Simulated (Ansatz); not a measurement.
# CHS− (SMILES [CH-]=S): single points off equilibrium

The atoms stand at a frame of a short trajectory. How far do the functionals agree with CCSD(T) there?

Computed with Ansatz 0.2.0, Gaussian basis. Level: single points in def2-TZVPPD.

Correlated methods freeze the cores.

### 1 The starting structure

3 atoms, charge -1, spin multiplicity 1.

Atoms are counted from 1 here; the program's logs count them from 0.

Bond lengths: C1–S2 1.694 Å, C1–H3 1.077 Å. Angles: S2–C1–H3 101.0°.

Geometry (Å):

```
C    -0.2116    0.5489   -0.0518
S     1.1057   -0.3143    0.5709
H    -0.8012   -0.2497   -0.4699
```

### 2 PBE-D4/def2-TZVPPD

run/in.yaml

```yaml
crystal:
  periodic: [false, false, false]
  atoms:
    - {symbol: C, position_ang: [-0.211648, 0.548854, -0.051772]}
    - {symbol: S, position_ang: [1.105656, -0.314312, 0.570872]}
    - {symbol: H, position_ang: [-0.801229, -0.249713, -0.469877]}
basis:
  gaussian: {orbitals: "def2-TZVPPD.json"}
total_charge: -1
hamiltonian: {xc: pbe, dispersion: d4}
output: {forces: true}
```

The basis file named in the input lies beside it (Basis Set Exchange, JSON).

Started as:

```sh
$ ansatz run in.yaml --threads 2 --pin off --events-out ev --progress --plain --max-ram 3481MiB
```

### 3 r2SCAN-D4/def2-TZVPPD

run/in.yaml: that of step 2 with these lines changed.

```diff
@@ -9,3 +9,3 @@
 total_charge: -1
-hamiltonian: {xc: pbe, dispersion: d4}
+hamiltonian: {xc: r2scan, dispersion: d4}
 output: {forces: true}
```

### 4 PBE0-D4/def2-TZVPPD

run/in.yaml: that of step 3 with these lines changed.

```diff
@@ -9,3 +9,3 @@
 total_charge: -1
-hamiltonian: {xc: r2scan, dispersion: d4}
-output: {forces: true}
+hamiltonian: {xc: pbe0, dispersion: d4}
+output: {forces: true, orbitals: {seedname: orbitals}}
```

### 5 wB97M-V/def2-TZVPPD

run/in.yaml: that of step 4 with these lines changed.

```diff
@@ -9,3 +9,3 @@
 total_charge: -1
-hamiltonian: {xc: pbe0, dispersion: d4}
-output: {forces: true, orbitals: {seedname: orbitals}}
+hamiltonian: {xc: {name: wB97M-V}}
+output: {forces: true}
```

### 6 CCSD(T)/def2-TZVPPD

run/in.yaml: that of step 5 with these lines changed.

```diff
@@ -9,3 +9,3 @@
 total_charge: -1
-hamiltonian: {xc: {name: wB97M-V}}
+correlation: {method: ccsd_t}
 output: {forces: true}
```

(Steps that only read results are left out.)

Before running it: what results should come out? Wanted: RMS force component; RMS force error; HOMO and LUMO, PBE0-D4; T1 diagnostic.

The runs gave:

| quantity | value |
| --- | --- |
| RMS force component | 0.544 to 0.659 eV/Å over the methods |
| RMS force error | PBE-D4 0.125, r2SCAN-D4 0.136, PBE0-D4 0.252, wB97M-V 0.295 eV/Å |
| HOMO and LUMO, PBE0-D4 | 0.77 and 3.94 eV |
| T1 diagnostic | 0.027 |

The forces of PBE-D4 come nearest to CCSD(T), those of wB97M-V are farthest. Frozen-core CCSD(T) forces in triple zeta carry basis errors of their own, and this is one geometry, so small gaps rank nothing. The T1 diagnostic is large here, over the usual mark for main-group molecules (transition-metal compounds often pass it harmlessly), so CCSD(T) itself may be off. The restricted Hartree–Fock reference is unstable towards an unrestricted one at one or more of these structures.
